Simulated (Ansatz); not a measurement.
An input meant for B2NH7⁺, that is mu-NH2-B2H5 with one electron fewer (charge 1, doublet).

```yaml
crystal:
  periodic: [false, false, false]
  atoms:
    - {symbol: B, position_ang: [0.353666, 0.427453, -0.235684]}
    - {symbol: N, position_ang: [-0.507253, 0.281825, 0.233442]}
    - {symbol: B, position_ang: [-0.049633, -0.695719, 0.084572]}
    - {symbol: H, position_ang: [0.603210, -0.391123, -0.378332]}
    - {symbol: H, position_ang: [0.246006, 0.756124, -0.913337]}
    - {symbol: H, position_ang: [1.015646, 0.848242, 0.195415]}
    - {symbol: H, position_ang: [-0.532878, 0.495980, 0.950380]}
    - {symbol: H, position_ang: [-0.958869, 0.421510, -0.063648]}
    - {symbol: H, position_ang: [0.225699, -0.909743, 0.770289]}
    - {symbol: H, position_ang: [-0.399084, -0.989281, -0.490493]}
basis:
  gaussian: {orbitals: def2-TZVP}
total_charge: 1
magnetization: {spin_polarized: true, initial_magnetization: 1}
hamiltonian: {xc: {name: revPBE}}
scf: {omitted_lower_state_checks: [starts]}
```

```sh
$ ansatz run in.yaml --threads 4 --pin off --events-out ev --progress --plain --max-ram 3916MiB
```

It prints (some lines left out):

```
Functional definition: revPBE
801 factors; their error is unknown
mean field evaluation 1: about -2843.3367 eV, gradient 1.1e2 eV
mean field evaluation 2: about -2792.8481 eV, gradient 1.5e2 eV
mean field evaluation 4: about -2880.6416 eV, gradient 2.7e1 eV
mean field evaluation 8: about -2885.1728 eV, gradient 1.2e0 eV
mean field evaluation 16: about -2885.1640 eV, gradient 8.3e-4 eV
mean field -2885.16401233 eV, -106.0278218186 hartree, gradient 4.4e-5 eV, S^2 0.752130; 0 other end points of the search recorded, 0 dependent functions left out
reference -2885.16405512 eV, -106.0278233914 hartree; 12, 11 occupied and 123, 124 virtual orbitals, 801 factors
Total energy: -2885.16405512 eV, -106.0278233914 hartree
Checks for a lower state left out: starts
```

In this input the geometry is squeezed to about two thirds of its size. Self-consistency was reached. The result belongs to that input, not to the species as meant.
